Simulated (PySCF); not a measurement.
# Isomers of C2H6O: computed energies against enthalpies of formation

**What was measured.**

CRC Handbook of Chemistry and Physics lists, for the gas at 298.15 K: enthalpy of formation of `CCO` (ethanol) -234.8 kJ/mol; enthalpy of formation of `COC` -184.1 kJ/mol.

The runs below try to reproduce these values; the comparison stands at the end.

Differences of these values give the isomerisation enthalpies. Geometries: PBE0-D3(BJ)/def2-SVP; runs in PySCF, gas phase, with a dispersion term only where the level names one. Total electronic energies (Eh):

```csv
SMILES,PBE0-D3(BJ)/def2-SVP
CCO,-154.74585
COC,-154.72913
```

Geometry of `CCO` (Å):
```
atom  x, y, z in Å
C1     0.8359    0.1655    0.0174
C2    -0.5795   -0.3689   -0.0803
O3    -1.5026    0.5917   -0.5180
H4     1.5433   -0.6285    0.3035
H5     0.9103    0.9624    0.7767
H6     1.1576    0.5870   -0.9471
H7    -0.8814   -0.8125    0.8913
H8    -0.6196   -1.1884   -0.8161
H9    -1.4997    1.3162    0.1162
```

Geometry of `COC` (Å):
```
atom  x, y, z in Å
C1    -0.2123   -0.3637    1.1301
O2     0.7971   -0.0454    0.2282
C3     0.3142    0.3581   -1.0123
H4    -0.8476   -1.1993    0.7705
H5    -0.8786    0.4994    1.3349
H6     0.2586   -0.6694    2.0752
H7    -0.2884   -0.4328   -1.5045
H8     1.1760    0.5873   -1.6551
H9    -0.3195    1.2658   -0.9399
```

Zero-point and thermal terms are left out, so the computed numbers are electronic energies.

## Comparison

Relative to `CCO`, the lowest by measurement, in kJ/mol (measured: enthalpies at 298.15 K; computed: electronic energies):

```csv
SMILES,measured,PBE0-D3(BJ)/def2-SVP
CCO,0.0,0.0
COC,50.7,43.9
```

Measured values: -234.8 kJ/mol (298.15 K; CRC Handbook of Chemistry and Physics) for the first row; the others come from the same table. Unsigned miss: PBE0-D3(BJ)/def2-SVP 6.8 kJ/mol. One conformer stands for `CCO`, not necessarily the lowest, while the measurement averages over conformers. Where a level misses, the cause wasn't examined.
